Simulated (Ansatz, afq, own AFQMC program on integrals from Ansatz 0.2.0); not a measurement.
## CH2O, triplet: AFQMC among the cluster methods

| atom | x (Å) | y (Å) | z (Å) |
| --- | --- | --- | --- |
| C | 0.0010 | 0.0008 | 0.0012 |
| O | 0.6965 | 0.5477 | 0.8062 |
| H | -0.5500 | 0.5605 | -0.7970 |
| H | -0.1476 | -1.1091 | -0.0103 |

Connectivity, by distances: CH2–O.

Basis def2-TZVP. Noble-gas cores (and the filled d shells of Ga–Kr and In–Xe) are frozen. Integrals, coupled cluster, full CI and functionals: Ansatz 0.2.0; the random walks run on the same integrals in our own AFQMC program. ph-AFQMC/CISD is guided by a CISD state made of CCSD amplitudes; releasing the constraint for a short imaginary time cuts its bias at the price of noise, slowly where states lie close. Error bars are statistical, one sigma.

Determinant: UHF, the one that the program's search chose, which needn't be the lowest solution. The geometry is a PBE0/def2-SVP stationary point of this or a neighbouring charge and spin state.

No full CI on the walks' own integrals is used here; CCSDT(Q) serves as the reference and is uncertain by about the last step of the cluster series.

Cautions: another spin lies lower (by 3.69 eV).

The T1 diagnostic is 0.0310 and the weight of the determinant in the CISD state is 0.880. The ⟨S²⟩ of the determinant is 2.019 and the size of the correlated space is 12 electrons in 72 orbitals.

Reference: CCSDT(Q), correlation energy -10.289 eV. The released energy is read at 2.40 1/Eh (meV from the phaseless value at times in 1/Eh: -2 ± 5 at 0.24, -9 ± 4 at 0.51, -19 ± 5 at 0.99, -14 ± 7 at 1.62, -16 ± 7 at 2.40).

```
         level  E − E(reference) (mEh)  share of correlation (%)
            HF                  378.10                      0.00
           MP2                   42.83                     88.67
          CCSD                   14.05                     96.28
       CCSD(T)                    1.55                     99.59
         CCSDT                    0.60                     99.84
 ph-AFQMC/CISD             0.48 ± 0.15                     99.87
released AFQMC            -0.11 ± 0.27                    100.03
```

A walk keeps the symmetry of its determinant, which the program's search chose and which needn't be the lowest solution, so a lower state of the same spin and another symmetry isn't excluded. Released energies are given only where the last usable release times agree within the noise; a slower fall can still hide under it.
